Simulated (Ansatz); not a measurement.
# CHBF radical (SMILES [CH]=BF): one structure at several levels

An exercise on one series of results from a longer session: the logs are not shown, and one member is left open.

Method: single points in def2-TZVPP; program: Ansatz 0.2.0, Gaussian basis.

Cores are frozen in the correlated methods. Orbitals are unrestricted.

## Starting geometry

SMILES `[CH]=BF`, 4 atoms, charge 0, spin multiplicity 2.

Atoms are counted from 1 here; the program's logs count them from 0.

Bond lengths: C1–B2 1.329 Å, C1–H4 1.097 Å, B2–F3 1.331 Å. Angles: B2–C1–H4 176.4°, C1–B2–F3 176.1°.

As a file:

```xyz
4
charge 0, multiplicity 2
C    -0.0132    0.6756   -0.2637
B     0.0712   -0.5652    0.2051
F     0.0751   -1.8242    0.6380
H    -0.1394    1.6812   -0.6847
```

Set-up of the first run:

run/in.yaml

```yaml
crystal:
  periodic: [false, false, false]
  atoms:
    - {symbol: C, position_ang: [-0.013200, 0.675600, -0.263700]}
    - {symbol: B, position_ang: [0.071200, -0.565200, 0.205100]}
    - {symbol: F, position_ang: [0.075100, -1.824200, 0.638000]}
    - {symbol: H, position_ang: [-0.139400, 1.681200, -0.684700]}
basis:
  gaussian: {orbitals: def2-TZVPP}
magnetization: {spin_polarized: true, initial_magnetization: 1}
correlation: {method: ccsd_t}
scf: {omitted_lower_state_checks: [cluster_reference]}
output: {forces: true}
```

No record of the launch command was kept for these runs.

Among the steps run: CCSD(T)/def2-TZVPP; PBE0-D4/def2-TZVPP; wB97M-V/def2-TZVPP; r2SCAN-D4/def2-TZVPP; PBE-D4/def2-TZVPP; revPBE-D4/def2-TZVPP; BHLYP-D4/def2-TZVPP.

One table of the session follows, with a row left open; its other results are not shown here.

| method | RMS force component (eV/Å) | angle to CCSD(T) forces (°) | dipole (D) |
| --- | --- | --- | --- |
| CCSD(T) | 1.326 | reference | 0.54 |
| PBE0-D4 | 1.266 | 7.3 | 0.49 |
| wB97M-V | 1.167 | 5.8 | 0.44 |
| r2SCAN-D4 | 1.295 | 4.5 | 0.40 |
| PBE-D4 | ? | ? | ? |
| revPBE-D4 | 1.233 | 6.5 | 0.38 |
| BHLYP-D4 | 1.244 | 16.4 | 0.56 |

**Question.** Estimate the row for PBE-D4.

The run gave: RMS force component (eV/Å): 1.223; angle to CCSD(T) forces (°): 3.4; dipole (D): 0.41. In the column «RMS force component (eV/Å)» it lies between wB97M-V (1.167) and revPBE-D4 (1.233).
